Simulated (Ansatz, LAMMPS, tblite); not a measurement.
How well does each level of theory give the elastic constant C66 of wurtzite ZnO?

Reference value: 44.6 GPa (measured, temperature not stated, no zero-point or thermal correction; as tabulated in Oses et al. (2018), arXiv:1811.08464).

**Question.** Put these levels in order of the elastic constant C66 that they give for wurtzite ZnO, smallest first: GFN1-xTB (tblite), HSE06 (Ansatz, an electronic-structure program), ReaxFF ZnOH (LAMMPS), r²SCAN (Ansatz).

**Answer.** GFN1-xTB (13.4 GPa), ReaxFF ZnOH (34.8 GPa), r²SCAN (40.6 GPa), HSE06 (45.8 GPa)

Unless a cell is named, each level is at its own relaxed cell (ReaxFF ZnOH 12.35, GFN1-xTB 15.51, r²SCAN 11.81, HSE06 11.94 Å³/atom).

Differences against the reference: ReaxFF ZnOH -22 %, GFN1-xTB -70 %, r²SCAN -9.0 %, HSE06 +2.7 %.

The reference isn't brought to a static lattice, while the calculations are for one, so the differences are not the levels' errors alone.  GFN1-xTB: the relaxed volume lies over a fifth from the starting cell. GFN1-xTB: the method was fitted mainly to molecules. GFN1-xTB: the run uses a supercell at the zone centre in place of a k mesh. Each level is taken at its own relaxed cell. Cutoffs and k meshes differ between the levels. Ansatz's density-functional and Hartree–Fock values are scalar-relativistic unless marked +SOC, with PAW data made under PBE.

Empirical potentials (ReaxFF ZnOH) are fitted to chosen data: where that held the value shown, agreement is built in, and what lay outside the fit can be far off.

Differences are worked out from the printed values.
